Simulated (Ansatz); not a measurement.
Relaxation of CH$_{4}$BF (7 atoms, charge 0, multiplicity 1), to a largest force component of 0.03 eV/Å in at most 50 steps.

All numbers below come from RKS PBE-D4/def2-SVP (Ansatz).

```xyz
7
Properties=species:S:1:pos:R:3
B 0.170 -0.005 0.043
F 0.285 0.407 1.301
H 1.189 -0.424 -0.437
C -1.209 0.035 -0.692
H -1.604 -1.008 -0.705
H -1.968 0.675 -0.200
H -1.103 0.320 -1.758
```

Question: Where does it end, and by what steps?

Answer: It converged. The force dipped under the threshold on the way, but the program's further checks kept it going. After 9 steps the energy has fallen by 0.012 eV; F2 moved furthest, 0.16 Å.

```tsv
step	energy less start (eV)	largest force component (eV/Å)	accepted
0	0.0000	0.431	yes
1	-0.0089	0.149	yes
2	-0.0098	0.063	yes
3	-0.0099	0.061	yes
4	-0.0092	0.184	no
5	-0.0106	0.022	yes
6	-0.0109	0.153	yes
7	-0.0113	0.077	yes
8	-0.0116	0.048	yes
9	-0.0118	0.007	yes
```

```xyz
7
Properties=species:S:1:pos:R:3
B 0.165 -0.012 0.055
F 0.316 0.554 1.257
H 1.160 -0.551 -0.410
C -1.215 0.020 -0.677
H -1.574 -1.025 -0.810
H -1.999 0.601 -0.153
H -1.092 0.412 -1.710
```

Whether the end is a true minimum wasn't checked by a vibrational analysis.

The run took 14 s on 1 thread of Arm Neoverse V1, with other jobs on the host, peak memory 0.12 GiB.
